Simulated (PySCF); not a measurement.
**Does the structure fit the spectrum?**

A compound C$_{3}$H$_{5}$N gives the data below (simulated from a calculation) and was assigned the structure `CCC#N`.

$^{13}$C{$^{1}$H} NMR (computed): δ 192.6 (CH), 61.9 (CH2), 38.0 (CH2).

$^{1}$H NMR (400 MHz, computed): δ 8.45 (t, 1H), 4.01 (m, 2H), 3.05 (m, 2H).

[PySCF 2.14.0 with density-fitted response routines: shielding tensors at B97-2/pcSseg-2 (GIAO); geometry from PBE0-D3(BJ)/def2-TZVP; non-relativistic; no solvent; one conformer; rapidly exchanging positions averaged]

Shifts are taken against calculated references (same method and geometry level): $^{1}$H, $^{13}$C vs TMS.

(1) Compare with the shifts computed for the proposed structure, pairing carbons in order of shift.

(2) Which isomer fits?

## Answers

(1) Atoms are numbered as in `[CH3:1][CH2:2][C:3]#[N:4]`. Each H is labelled by its parent atom.

| atom | computed for proposal | given list | difference |
| --- | --- | --- | --- |
| C3 | 125.7 | 192.6 | -66.9 |
| C1 | 13.8 | 61.9 | -48.1 |
| C2 | 13.7 | 38.0 | -24.3 |

The rms difference is 49.6 ppm and the largest -66.9 ppm at C3 (nitrile carbon). The carbon types in order of shift don't match either: C, CH3, CH2 for the proposal against CH, CH2, CH2 in the data. The proposal doesn't fit.

(2) `N1=CCC1`.

- Carbon types of the structure: 1 × CH, 2 × CH2, which accounts for all hydrogens.
- δC 192.6: C=N carbon.
- δC 61.9: sp3 CH2 bonded to N; deshielded by the electronegative neighbour.
- δC 38.0: sp3 CH2 in a ring; aliphatic region, no heteroatom directly attached.
- δH 4.01: hydrogen on an sp3 CH2 bonded to N; its carbon carries N, an electronegative neighbour.

The shifts were computed for this structure.

Shifts are as computed. Against solution values, carbons near 30 ppm lie about +3 ppm off and those near 130 ppm about +7 ppm. Of 1211 compounds with measured shifts, 218 miss one by over three times the rms of a fit or turn the order of signals round; such compounds aren't used in these exercises. Multiplicities follow the n + 1 count of equivalent neighbours, as no J values were calculated; m marks all less simple cases, F and P coupling included.
